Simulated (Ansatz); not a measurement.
Molecule: NH2, net charge 0, doublet state. 
Coordinates optimised at B3LYP-D3(BJ)/def2-TZVP (Ansatz, a program for electronic structure):
```xyz
3

N      0.0046     0.0019     0.1418
H     -0.0276     0.7996    -0.5065
H     -0.0044    -0.8126    -0.4860
```
Charge 0, spin multiplicity 2.

Basis-set convergence of Hartree-Fock and MP2 correlation energies (hartree) with Ansatz. Cores are frozen in the correlated levels unless marked. UHF or UKS for open shells. Spin-orbit coupling is left out. Non-relativistic.

```csv
basis,functions,E(HF),"E(corr, MP2)"
def2-SVPD,36,-55.52382,-0.15345
def2-TZVPPD,71,-55.58933,-0.18540
def2-QZVPPD,129,-55.59173,-0.19856
```

Extrapolating the two largest sets (X = 3 and 4) as X^-3: E(corr) = (64·(-0.19856) - 27·(-0.18540))/37 = -0.2082 Eh, an estimate of the basis-set limit. The largest set recovers 95.4 % of it, the smallest 73.7 %.
